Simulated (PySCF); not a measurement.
**HF⁺: from constants to spectrum**

UHF-CCSD(T) constants of HF⁺, ²Π (doublet), unpaired electrons π ↑ (basis H def2-TZVPPD, F def2-TZVPPD; no relativity; PySCF 2.14; masses 1.0078 and 18.9984 u):

```
ωe              : 3103.7 cm⁻¹
ωexe            : 89.0 cm⁻¹
Be              : 17.515 cm⁻¹
αe              : 0.846 cm⁻¹
D (centrifugal) : 0.00223 cm⁻¹
De to H⁺ + F    : 3.67 eV
```

Q: Give the vibrational terms G(v) and spacings up to v = 4.

A: G(v) = ωe(v+½) − ωexe(v+½)².

```
v  G(v) (cm⁻¹)  G(v) − G(v−1)  Bv (cm⁻¹)
0         1530                     17.09
1         4455           2926      16.25
2         7203           2748      15.40
3         9773           2570      14.55
4        12164           2392      13.71
```

Q: How well does the Morse estimate ωe²/(4ωexe) reproduce De, and what is D0?

A: It gives 3.35 eV, 91 % of the computed De. D0 = De − G(0) = 3.67 − 0.19 = 3.48 eV.

Correlated steps freeze 1 core orbital. For an ion De counts to the pair picked by the measured ionisation energies or electron affinities, which need not be the lowest pair at this level. The state is the lowest determinant that a PBE0 search found; another state may lie lower at other levels.
